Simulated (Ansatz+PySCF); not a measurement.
# singlet HF: levels of theory in one basis

```xyz
2

H     0.0000    0.0000   -0.8282
F     0.0000    0.0000    0.0920
```

Basis set: def2-SVP (spherical functions). Correlated methods keep 1 orbital frozen. Charge 0, multiplicity 1.

Computed with Ansatz (development build ahead of 0.2.0); each method stands on the lowest determinant of its kind that the runs found. NEVPT2 correlates all electrons. Active spaces start from the frontier orbitals, and the lowest solution found is given.

```json
{"method": "RHF", "E − E(RHF) (eV)": "0.00", "<S²> of the determinant": "0.00"}
{"method": "RHF-CCSD", "E − E(RHF) (eV)": "-5.58", "<S²> of the determinant": "–"}
{"method": "RHF-CCSD(T)", "E − E(RHF) (eV)": "-5.63", "<S²> of the determinant": "–"}
{"method": "full CI (lowest root of this spin)", "E − E(RHF) (eV)": "-5.64", "<S²> of the determinant": "–"}
{"method": "CASSCF(8,5)", "E − E(RHF) (eV)": "-0.66", "<S²> of the determinant": "–"}
{"method": "CASSCF(2,2)", "E − E(RHF) (eV)": "-0.64", "<S²> of the determinant": "–"}
{"method": "SC-NEVPT2(2,2)", "E − E(RHF) (eV)": "-5.54", "<S²> of the determinant": "–"}
{"method": "SC-NEVPT2(8,5)", "E − E(RHF) (eV)": "-5.07", "<S²> of the determinant": "–"}
```

Question: What does RHF-MP2 give on the same scale?

Answer: -5.43 eV.

Question: Is a single determinant a sound starting point here?

Answer: By this sign, yes. Unrestricted orbitals gain 0.00 eV and <S²> is 0.00 against 0.00 for a pure state. The CASSCF(8,5) natural occupations are 2.00, 2.00, 2.00, 1.98, 0.02. The CASSCF(2,2) natural occupations are 1.98, 0.02.

Caution for CASSCF(2,2): other starts end on other solutions of this active space.
